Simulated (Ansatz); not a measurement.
## HPAl, quartet: stretch scan

Starting geometry (PBE0/def2-TZVP stationary point for this spin, not checked as a minimum):

```xyz
3

Al    0.0000    0.0348    1.3006
P     0.0000   -0.0736   -1.0887
H     0.0000    1.3304   -1.3605
```

From there P2, H3 move together along the line of the two atoms named below, all else staying in place; atoms are numbered as listed. Energies are in kcal/mol, counted from the starting geometry at the same level.

Basis 6-31G; Ansatz 0.2.0. Correlated methods freeze the noble-gas cores. R marks a restricted (for open shells ROHF) determinant, U an unrestricted one. Active spaces: valence = (9e, 9o) chosen from the atoms' valence shells.

Runs in a small pair space aren't shown, since their orbitals change along the scan.

Full CI is exact within this basis and frozen core; it isn't the basis-set limit. The frozen core follows each run's orbitals, which can shift R against U totals by a few meV.

```json
{"distance Al1-P2 (Å)": "1.898", "full CI": "61.6", "unpaired electrons (full CI)": "3.03", "error RHF": "-4.2", "error RMP2": "-2.2", "error UCCSD": "0.0", "error BCCD(T)": "-0.1", "error UCCSDTQ": "0.0", "error MRCISD (valence space)": "0.0"}
{"distance Al1-P2 (Å)": "2.119", "full CI": "18.0", "unpaired electrons (full CI)": "3.03", "error RHF": "-3.0", "error RMP2": "-1.5", "error UCCSD": "0.0", "error BCCD(T)": "0.0", "error UCCSDTQ": "0.0", "error MRCISD (valence space)": "0.0"}
{"distance Al1-P2 (Å)": "2.392", "full CI": "0.0", "unpaired electrons (full CI)": "3.04", "error RHF": "0.0", "error RMP2": "0.0", "error UCCSD": "0.0", "error BCCD(T)": "0.0", "error UCCSDTQ": "0.0", "error MRCISD (valence space)": "0.0"}
{"distance Al1-P2 (Å)": "2.644", "full CI": "-3.0", "unpaired electrons (full CI)": "3.05", "error RHF": "3.4", "error RMP2": "0.9", "error UCCSD": "-0.2", "error BCCD(T)": "0.0", "error UCCSDTQ": "0.0", "error MRCISD (valence space)": "0.0"}
{"distance Al1-P2 (Å)": "2.918", "full CI": "-2.5", "unpaired electrons (full CI)": "3.06", "error RHF": "0.3", "error RMP2": "2.2", "error UCCSD": "-0.4", "error BCCD(T)": "-0.1", "error UCCSDTQ": "0.0", "error MRCISD (valence space)": "0.0"}
{"distance Al1-P2 (Å)": "3.313", "full CI": "-1.9", "unpaired electrons (full CI)": "3.06", "error RHF": "-3.0", "error RMP2": "1.0", "error UCCSD": "-0.7", "error BCCD(T)": "-0.3", "error UCCSDTQ": "0.0", "error MRCISD (valence space)": "-0.1"}
{"distance Al1-P2 (Å)": "3.839", "full CI": "-1.7", "unpaired electrons (full CI)": "3.06", "error RHF": "-4.6", "error RMP2": "0.5", "error UCCSD": "-0.9", "error BCCD(T)": "-0.3", "error UCCSDTQ": "0.0", "error MRCISD (valence space)": "-0.2"}
{"distance Al1-P2 (Å)": "4.403", "full CI": "-1.4", "unpaired electrons (full CI)": "3.06", "error RHF": "-5.2", "error RMP2": "0.3", "error UCCSD": "-1.0", "error BCCD(T)": "-0.3", "error UCCSDTQ": "0.0", "error MRCISD (valence space)": "-0.2"}
{"distance Al1-P2 (Å)": "5.255", "full CI": "-1.1", "unpaired electrons (full CI)": "3.06", "error RHF": "-5.5", "error RMP2": "0.3", "error UCCSD": "-1.0", "error BCCD(T)": "-0.3", "error UCCSDTQ": "0.0", "error MRCISD (valence space)": "-0.3"}
{"distance Al1-P2 (Å)": "6.410", "full CI": "-1.0", "unpaired electrons (full CI)": "3.06", "error RHF": "-5.6", "error RMP2": "0.3", "error UCCSD": "-1.0", "error BCCD(T)": "-0.3", "error UCCSDTQ": "0.0", "error MRCISD (valence space)": "-0.3"}
{"distance Al1-P2 (Å)": "7.939", "full CI": "-0.9", "unpaired electrons (full CI)": "3.06", "error RHF": "-5.6", "error RMP2": "0.2", "error UCCSD": "-1.0", "error BCCD(T)": "-0.3", "error UCCSDTQ": "0.0", "error MRCISD (valence space)": "-0.3"}
```

Unpaired electrons are Σ n²(2−n)² over natural occupations. Errors are those of relative energies. In total energy the starting point itself misses full CI by: RHF 51.5, RMP2 15.3, UCCSD 1.4, BCCD(T) 0.5, UCCSDTQ 0.0, MRCISD (valence space) 0.7 kcal/mol.

Spread of the error over the points with a reference, to 7.939 Å (largest less smallest): UCCSDTQ 0.0, MRCISD (valence space) 0.3, BCCD(T) 0.3, UCCSD 1.0, RMP2 4.3, RHF 9.0 kcal/mol.

Going outwards, the relative energy of RHF first misses by more than 1.0 kcal/mol at 2.644 Å.

Going outwards, the relative energy of RMP2 first misses by more than 1.0 kcal/mol at 2.918 Å.
